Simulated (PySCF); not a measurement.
# C₅H₇F: NMR shifts at several levels of theory, part 2 of 2

PySCF 2.14.0. Atoms count from 0.

## 8. Shielding tensors: KT2/pcSseg-1

What the job is given:

```
{"job": {"kind": "nmr", "xc": "KT2", "basis": "pcSseg-1", "pop": false}, "charge": 0, "multiplicity": 1}
C      2.118192     1.226959     1.046309
C      1.350857     0.796406     0.037401
C      0.115338     0.054290     0.213163
F     -0.211330    -0.184473     1.492570
C     -0.682600    -0.386566    -0.770589
C     -1.948187    -1.143853    -0.574513
H      3.038816     1.781970     0.855967
H      1.841800     1.033808     2.085338
H      1.632714     0.992067    -1.001392
H     -0.359428    -0.158960    -1.790150
H     -2.812763    -0.580978    -0.965508
H     -2.127977    -1.352494     0.488269
H     -1.925998    -2.102736    -1.118318
```

With the program's defaults for keys left out, this is: GIAO KT2/pcSseg-1 NMR shielding, non-relativistic, gas phase.

Log:

```text
coarse grid: 10856 points
cycle   1  E = -299.1213966555  dE =  5.491e-01  |g| = 6.574e-01  |ddm| = 3.205e+00
cycle   2  E = -298.9994673537  dE =  1.219e-01  |g| = 1.064e+00  |ddm| = 1.502e+00
cycle   3  E = -299.2027402714  dE = -2.033e-01  |g| = 1.661e-01  |ddm| = 1.046e+00
cycle   4  E = -299.2085301544  dE = -5.790e-03  |g| = 4.883e-02  |ddm| = 1.797e-01
cycle   5  E = -299.2089031129  dE = -3.730e-04  |g| = 3.180e-02  |ddm| = 6.927e-02
cycle   6  E = -299.2092004601  dE = -2.973e-04  |g| = 7.127e-03  |ddm| = 3.379e-02
cycle   7  E = -299.2092106222  dE = -1.016e-05  |g| = 4.079e-03  |ddm| = 9.370e-03
cycle   8  E = -299.2092149740  dE = -4.352e-06  |g| = 6.267e-04  |ddm| = 3.913e-03
final grid: 105248 points
cycle   9  E = -299.2548438836  dE = -1.513e-04  |g| = 2.689e-02  |ddm| = 6.590e-02
cycle  10  E = -299.2545159366  dE =  3.279e-04  |g| = 5.149e-02  |ddm| = 6.360e-02
cycle  11  E = -299.2549557089  dE = -4.398e-04  |g| = 6.256e-03  |ddm| = 4.699e-02
cycle  12  E = -299.2549667540  dE = -1.105e-05  |g| = 1.563e-03  |ddm| = 6.907e-03
cycle  13  E = -299.2549673888  dE = -6.348e-07  |g| = 3.753e-04  |ddm| = 1.655e-03
cycle  14  E = -299.2549674270  dE = -3.820e-08  |g| = 9.646e-05  |ddm| = 4.104e-04
cycle  15  E = -299.2549674290  dE = -2.025e-09  |g| = 4.274e-05  |ddm| = 1.151e-04
cycle  16  E = -299.2549674295  dE = -4.948e-10  |g| = 9.348e-06  |ddm| = 4.854e-05
converged SCF energy = -299.2549674295

GIAO shielding tensors (ppm)
atom      isotropic    diamagn.    paramagn.     s11        s22        s33       span
  0 C       73.542     253.091    -179.548    -23.705     73.115    171.216    194.921
  1 C       55.859     258.189    -202.330    -44.732     72.303    140.007    184.739
  2 C       25.700     250.748    -225.048    -55.319     56.120     76.298    131.617
  3 F      293.772     477.959    -184.187    182.073    268.715    430.529    248.456
  4 C       78.575     259.137    -180.562      0.629     88.302    146.794    146.165
  5 C      170.662     247.153     -76.490    152.351    177.950    181.687     29.337
  6 H       26.139      27.800      -1.661     24.095     25.301     29.021      4.926
  7 H       25.678      31.120      -5.442     23.199     24.093     29.741      6.542
  8 H       25.389      32.198      -6.809     23.604     24.053     28.509      4.905
  9 H       26.638      33.606      -6.969     23.791     26.334     29.788      5.997
 10 H       29.516      27.499       2.017     25.241     27.115     36.192     10.950
 11 H       28.863      29.868      -1.005     24.373     29.439     32.777      8.404
 12 H       29.565      27.452       2.114     25.319     27.218     36.159     10.839
```

It took 15 s on 1 thread of Arm Neoverse V2, shared host; peak memory 0.74 GiB.

Key values: δ C2 157.5, C1 127.4, C0 109.7, C4 104.6, H8 5.79, H7 5.50 ppm.

## 9. NMR shieldings: KT3/pcSseg-1

Settings changed since step 8:

```diff
@@ -1,2 +1,2 @@
-{"job": {"kind": "nmr", "xc": "KT2", "basis": "pcSseg-1", "pop": false}, "charge": 0, "multiplicity": 1}
+{"job": {"kind": "nmr", "xc": "KT3", "basis": "pcSseg-1", "pop": false}, "charge": 0, "multiplicity": 1}
 C      2.118192     1.226959     1.046309
```

Level: GIAO KT3/pcSseg-1 NMR shielding, non-relativistic, gas phase.

Log:

```text
coarse grid: 10856 points
cycle   1  E = -298.7529515811  dE =  5.345e-01  |g| = 6.729e-01  |ddm| = 3.214e+00
cycle   2  E = -298.6311961089  dE =  1.218e-01  |g| = 1.068e+00  |ddm| = 1.495e+00
cycle   3  E = -298.8393212565  dE = -2.081e-01  |g| = 1.667e-01  |ddm| = 1.005e+00
cycle   4  E = -298.8452483510  dE = -5.927e-03  |g| = 4.981e-02  |ddm| = 1.822e-01
cycle   5  E = -298.8456752923  dE = -4.269e-04  |g| = 3.071e-02  |ddm| = 6.710e-02
cycle   6  E = -298.8459409543  dE = -2.657e-04  |g| = 7.450e-03  |ddm| = 3.178e-02
cycle   7  E = -298.8459517970  dE = -1.084e-05  |g| = 4.475e-03  |ddm| = 1.019e-02
cycle   8  E = -298.8459571200  dE = -5.323e-06  |g| = 6.294e-04  |ddm| = 4.225e-03
final grid: 105248 points
cycle   9  E = -298.8834322582  dE = -1.508e-04  |g| = 2.382e-02  |ddm| = 6.684e-02
cycle  10  E = -298.8831932103  dE =  2.390e-04  |g| = 4.508e-02  |ddm| = 5.348e-02
cycle  11  E = -298.8835062120  dE = -3.130e-04  |g| = 5.075e-03  |ddm| = 3.949e-02
cycle  12  E = -298.8835142756  dE = -8.064e-06  |g| = 6.894e-04  |ddm| = 5.143e-03
cycle  13  E = -298.8835143736  dE = -9.800e-08  |g| = 1.563e-04  |ddm| = 7.779e-04
cycle  14  E = -298.8835143786  dE = -4.987e-09  |g| = 7.981e-05  |ddm| = 2.133e-04
cycle  15  E = -298.8835143803  dE = -1.648e-09  |g| = 2.266e-05  |ddm| = 8.324e-05
cycle  16  E = -298.8835143804  dE = -1.247e-10  |g| = 5.860e-06  |ddm| = 2.140e-05
converged SCF energy = -298.8835143804

GIAO shielding tensors (ppm)
atom      isotropic    diamagn.    paramagn.     s11        s22        s33       span
  0 C       74.061     252.277    -178.216    -22.603     75.099    169.687    192.290
  1 C       56.893     256.601    -199.708    -43.426     73.808    140.296    183.721
  2 C       27.203     250.640    -223.437    -53.265     57.207     77.665    130.930
  3 F      295.541     478.086    -182.545    185.360    273.872    427.392    242.032
  4 C       78.606     257.792    -179.185      0.760     88.461    146.598    145.838
  5 C      169.106     246.111     -77.004    151.318    175.462    180.539     29.221
  6 H       26.304      27.925      -1.621     24.254     25.503     29.154      4.900
  7 H       25.844      31.326      -5.482     23.338     24.279     29.916      6.577
  8 H       25.542      32.446      -6.904     23.815     24.073     28.739      4.924
  9 H       26.787      33.847      -7.060     24.008     26.339     30.013      6.005
 10 H       29.647      27.549       2.098     25.510     27.284     36.148     10.638
 11 H       28.998      29.982      -0.984     24.586     29.609     32.801      8.214
 12 H       29.698      27.501       2.197     25.580     27.392     36.122     10.542
```

Run time: 15 s. Hardware: 1 thread of Arm Neoverse V2, shared host; peak memory 0.74 GiB.

In short: δ C2 155.1, C1 125.4, C0 108.2, C4 103.7, H8 5.78, H7 5.48 ppm.

## 10. Shielding tensors: B97-D/pcSseg-1

Settings changed since step 9:

```diff
@@ -1,2 +1,2 @@
-{"job": {"kind": "nmr", "xc": "KT3", "basis": "pcSseg-1", "pop": false}, "charge": 0, "multiplicity": 1}
+{"job": {"kind": "nmr", "xc": "B97-D", "basis": "pcSseg-1", "pop": false}, "charge": 0, "multiplicity": 1}
 C      2.118192     1.226959     1.046309
```

With the program's defaults for keys left out, this is: GIAO B97-D/pcSseg-1 NMR shielding, non-relativistic, gas phase.

Log:

```text
coarse grid: 10856 points
cycle   1  E = -294.2021138836  dE =  4.960e-01  |g| = 6.284e-01  |ddm| = 3.239e+00
cycle   2  E = -294.0978179183  dE =  1.043e-01  |g| = 9.830e-01  |ddm| = 1.276e+00
cycle   3  E = -294.2800722474  dE = -1.823e-01  |g| = 1.613e-01  |ddm| = 8.223e-01
cycle   4  E = -294.2857972285  dE = -5.725e-03  |g| = 4.610e-02  |ddm| = 1.658e-01
cycle   5  E = -294.2862695668  dE = -4.723e-04  |g| = 2.112e-02  |ddm| = 5.297e-02
cycle   6  E = -294.2863722056  dE = -1.026e-04  |g| = 4.726e-03  |ddm| = 1.881e-02
cycle   7  E = -294.2863749478  dE = -2.742e-06  |g| = 3.263e-03  |ddm| = 6.621e-03
cycle   8  E = -294.2863780987  dE = -3.151e-06  |g| = 6.925e-04  |ddm| = 3.417e-03
final grid: 105248 points
cycle   9  E = -294.3218447035  dE = -5.433e-05  |g| = 2.015e-02  |ddm| = 4.504e-02
cycle  10  E = -294.3216744514  dE =  1.703e-04  |g| = 3.832e-02  |ddm| = 4.295e-02
cycle  11  E = -294.3219029366  dE = -2.285e-04  |g| = 3.847e-03  |ddm| = 3.143e-02
cycle  12  E = -294.3219071691  dE = -4.233e-06  |g| = 9.030e-04  |ddm| = 4.056e-03
cycle  13  E = -294.3219073490  dE = -1.799e-07  |g| = 2.864e-04  |ddm| = 9.213e-04
cycle  14  E = -294.3219073710  dE = -2.195e-08  |g| = 5.132e-05  |ddm| = 2.921e-04
cycle  15  E = -294.3219073715  dE = -5.454e-10  |g| = 2.951e-05  |ddm| = 6.922e-05
converged SCF energy = -294.3219073715

GIAO shielding tensors (ppm)
atom      isotropic    diamagn.    paramagn.     s11        s22        s33       span
  0 C       65.600     252.218    -186.617    -35.328     65.223    166.907    202.235
  1 C       48.044     257.155    -209.110    -57.092     64.122    137.103    194.196
  2 C       18.403     250.334    -231.932    -66.439     49.982     71.665    138.105
  3 F      295.011     477.550    -182.539    186.689    266.948    431.396    244.707
  4 C       70.415     258.266    -187.851    -12.056     79.868    143.434    155.490
  5 C      165.835     245.738     -79.903    147.965    172.662    176.879     28.914
  6 H       26.292      28.033      -1.740     24.214     25.609     29.054      4.840
  7 H       25.827      31.214      -5.387     23.159     24.402     29.919      6.760
  8 H       25.517      32.313      -6.795     23.747     23.938     28.867      5.120
  9 H       26.767      33.694      -6.928     24.160     26.024     30.117      5.957
 10 H       29.723      27.605       2.118     25.671     27.384     36.113     10.443
 11 H       29.048      29.900      -0.852     24.681     29.738     32.725      8.044
 12 H       29.772      27.561       2.211     25.731     27.499     36.086     10.355
```

It took 14 s on 1 thread of Arm Neoverse V2, shared host; peak memory 0.74 GiB.

Key values: δ C2 160.8, C1 131.1, C0 113.6, C4 108.8, H8 5.89, H7 5.58 ppm.

## 11. NMR shieldings: B3LYP/pcSseg-1

Settings changed since step 10:

```diff
@@ -1,2 +1,2 @@
-{"job": {"kind": "nmr", "xc": "B97-D", "basis": "pcSseg-1", "pop": false}, "charge": 0, "multiplicity": 1}
+{"job": {"kind": "nmr", "xc": "B3LYP", "basis": "pcSseg-1", "pop": false}, "charge": 0, "multiplicity": 1}
 C      2.118192     1.226959     1.046309
```

With the program's defaults for keys left out, this is: GIAO B3LYP/pcSseg-1 NMR shielding, non-relativistic, gas phase.

Log:

```text
coarse grid: 10856 points
cycle   1  E = -294.4164471312  dE =  6.059e-01  |g| = 5.402e-01  |ddm| = 3.182e+00
cycle   2  E = -294.3793893707  dE =  3.706e-02  |g| = 7.233e-01  |ddm| = 9.246e-01
cycle   3  E = -294.4737427570  dE = -9.435e-02  |g| = 1.016e-01  |ddm| = 5.392e-01
cycle   4  E = -294.4759058856  dE = -2.163e-03  |g| = 3.331e-02  |ddm| = 1.058e-01
cycle   5  E = -294.4761605321  dE = -2.546e-04  |g| = 1.123e-02  |ddm| = 3.188e-02
cycle   6  E = -294.4761867903  dE = -2.626e-05  |g| = 3.643e-03  |ddm| = 1.013e-02
cycle   7  E = -294.4761897552  dE = -2.965e-06  |g| = 9.370e-04  |ddm| = 3.282e-03
final grid: 105248 points
cycle   8  E = -294.5290606458  dE = -2.808e-05  |g| = 6.267e-03  |ddm| = 2.496e-02
cycle   9  E = -294.5290551747  dE =  5.471e-06  |g| = 8.402e-03  |ddm| = 1.077e-02
cycle  10  E = -294.5290693041  dE = -1.413e-05  |g| = 9.299e-04  |ddm| = 6.448e-03
cycle  11  E = -294.5290694623  dE = -1.582e-07  |g| = 1.528e-04  |ddm| = 7.966e-04
cycle  12  E = -294.5290694645  dE = -2.267e-09  |g| = 1.204e-04  |ddm| = 2.114e-04
cycle  13  E = -294.5290694682  dE = -3.630e-09  |g| = 1.951e-05  |ddm| = 1.122e-04
cycle  14  E = -294.5290694682  dE = -7.901e-11  |g| = 6.879e-06  |ddm| = 1.917e-05
converged SCF energy = -294.5290694682

GIAO shielding tensors (ppm)
atom      isotropic    diamagn.    paramagn.     s11        s22        s33       span
  0 C       59.142     252.300    -193.158    -51.987     61.639    167.773    219.760
  1 C       41.474     257.139    -215.665    -73.164     60.207    137.380    210.544
  2 C       12.274     249.784    -237.510    -84.105     48.660     72.267    156.371
  3 F      305.599     477.885    -172.286    198.750    281.219    436.828    238.078
  4 C       64.962     258.227    -193.265    -25.696     76.533    144.048    169.745
  5 C      166.961     245.145     -78.184    149.368    173.761    177.754     28.386
  6 H       26.175      27.962      -1.787     23.968     25.404     29.153      5.185
  7 H       25.718      31.051      -5.333     22.914     24.202     30.039      7.125
  8 H       25.438      32.097      -6.659     23.557     23.756     29.000      5.443
  9 H       26.707      33.515      -6.808     24.005     25.965     30.152      6.147
 10 H       29.735      27.586       2.149     25.607     27.302     36.297     10.690
 11 H       29.012      29.690      -0.679     24.478     29.708     32.849      8.371
 12 H       29.784      27.550       2.234     25.656     27.417     36.280     10.624
```

Wall time 9.7 s (1 thread of Arm Neoverse V2, shared host); peak memory 0.71 GiB.

This run: δ C2 167.0, C1 137.8, C0 120.1, C4 114.3, H8 5.95, H7 5.66 ppm.

## 12. Side by side: NMR shifts

Shifts (ppm) of some atoms, chosen among heavy atoms and hydrogens apart, with basis size and wall time:

| run | C2 | C1 | C0 | C4 | H7 | H6 | F3 | functions | time |
| --- | --- | --- | --- | --- | --- | --- | --- | --- | --- |
| HF/pcSseg-1 | 161.8 | 136.3 | 124.0 | 113.3 | 5.92 | 5.44 | -111.1 | 137 | 4.7 s |
| LDA/pcSseg-1 | 170.7 | 142.1 | 123.0 | 117.0 | 5.75 | 5.34 | -146.5 | 137 | 11 s |
| PBE/pcSseg-1 | 165.0 | 135.7 | 117.3 | 112.0 | 5.65 | 5.21 | -142.1 | 137 | 15 s |
| BLYP/pcSseg-1 | 166.8 | 136.3 | 116.8 | 112.8 | 5.56 | 5.09 | -143.0 | 137 | 15 s |
| BP86/pcSseg-1 | 165.2 | 135.7 | 117.3 | 111.9 | 5.65 | 5.21 | -143.4 | 137 | 15 s |
| OPBE/pcSseg-1 | 157.2 | 129.7 | 113.3 | 107.2 | 5.70 | 5.28 | -134.7 | 137 | 15 s |
| KT2/pcSseg-1 | 157.5 | 127.4 | 109.7 | 104.6 | 5.50 | 5.04 | -155.2 | 137 | 15 s |
| KT3/pcSseg-1 | 155.1 | 125.4 | 108.2 | 103.7 | 5.48 | 5.02 | -146.1 | 137 | 15 s |
| B97-D/pcSseg-1 | 160.8 | 131.1 | 113.6 | 108.8 | 5.58 | 5.12 | -140.2 | 137 | 14 s |
| B3LYP/pcSseg-1 | 167.0 | 137.8 | 120.1 | 114.3 | 5.66 | 5.21 | -133.7 | 137 | 9.7 s |

## 13. What came out

The summary covers parts 1 to 2.

```
                                                            quantity                                 value
                                13C shifts against TMS (HF/pcSseg-1)  161.8, 136.3, 124.0, 113.3, 10.6 ppm
1H shifts against TMS (HF/pcSseg-1, means over atoms taken as alike)      6.09, 5.92, 5.44, 4.75, 1.88 ppm
                              19F shifts against CFCl3 (HF/pcSseg-1)                            -111.1 ppm
                                            range of the shift of F3                  -155.2 to -111.1 ppm
```

In words: Single values in the summary come from the first run of each kind that ended normally (HF/pcSseg-1), which need not be the best level. Across the 10 runs the shift of F3 moves most, between -155.2 (KT2/pcSseg-1) and -111.1 ppm (HF/pcSseg-1).
